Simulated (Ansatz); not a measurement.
Ansatz (a quantum-chemistry and plane-wave program) input (HF/6-31G*):

Ansatz 0.2 input:
```yaml
crystal:
  periodic: [false, false, false]
  atoms:
    - {symbol: C, position_ang: [0.05060896, 1.14332483, 0.28237869]}
    - {symbol: C, position_ang: [0.05852693, -1.14874116, 0.25779648]}
    - {symbol: C, position_ang: [0.76829236, 0.00622637, -0.33308387]}
    - {symbol: C, position_ang: [-0.67742599, 0.00160241, -0.36760972]}
    - {symbol: H, position_ang: [0.03996389, 1.26427153, 1.35805056]}
    - {symbol: H, position_ang: [0.05223782, 2.07160688, -0.26491270]}
    - {symbol: H, position_ang: [0.04879733, -1.29280074, 1.33062618]}
    - {symbol: H, position_ang: [0.06652792, -2.06503845, -0.30927787]}
    - {symbol: H, position_ang: [-1.40754056, 0.00748604, -1.15137570]}
basis:
  gaussian:
    orbitals: 6-31G*
hamiltonian:
  xc: {name: HF}
magnetization: {spin_polarized: true, initial_magnetization: 1}
phonons: {temperatures: {t_min: 298.15, t_max: 298.15, t_step: 100}}
```

Task: Which harmonic wavenumbers does it give?

Result: 418, 773, 834, 875, 979, 1017, 1111, 1193, 1199, 1223, 1244, 1253, 1378, 1423, 1641, 1681, 3250, 3251, 3353, 3354, 3415 cm⁻¹ (unscaled; negative means imaginary).
